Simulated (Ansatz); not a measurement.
The end point of a relaxation of Nb. Calculation: r2SCAN (plane waves to 500 eV, PAW, scalar-relativistic; Ansatz, an electronic-structure program).

```cif
data_Nb
_chemical_formula_sum 'Nb1'
_space_group_name_H-M_alt 'P 1'
_space_group_IT_number 1
_cell_length_a 2.86019
_cell_length_b 2.86019
_cell_length_c 2.86019
_cell_angle_alpha 109.471
_cell_angle_beta 109.471
_cell_angle_gamma 109.471
loop_
_space_group_symop_operation_xyz
  'x, y, z'
loop_
_atom_site_label
_atom_site_type_symbol
_atom_site_fract_x
_atom_site_fract_y
_atom_site_fract_z
_atom_site_occupancy
Nb1 Nb 0.00000 0.00000 0.00000 1
```

**Question.** Find the space group and the Wyckoff positions (tolerance 0.01 Å).

**Answer.** Space group Im-3m (No. 229); a = b = c = 3.303 Å, α = β = γ = 90.00°

```json
[
 {"atom": "Nb", "site": "2a", "symmetry": "m-3m", "x": "0.0000", "y": "0.0000", "z": "0.0000"}
]
```

This is the bcc (W type).

**Question.** Give the shortest distances between elements (the closest pairs, up to four, under 3.6 Å).

**Answer.** Nb–Nb 2.86 Å.

```json
{
  "volume_per_atom": "18.01 Å³",
  "density": "8.57 g/cm³",
  "band_gap": "no gap (metallic)"
}
```

No spin polarisation in the result.

Measured for Nb: a 3.294 Å (static lattice; corrected from measurement; as listed in Daniel Mejia-Rodriguez, S. B. Trickey, Phys. Rev. B (2018)). Computed minus measured — a: r2SCAN +0.3 %. The computed values are for a static lattice.

The run could not lose the symmetry of its start.

It was reached from a disturbed copy of a Pm-3m (No. 221) cell (simple cubic type), against which it lies -1.00 eV/atom.
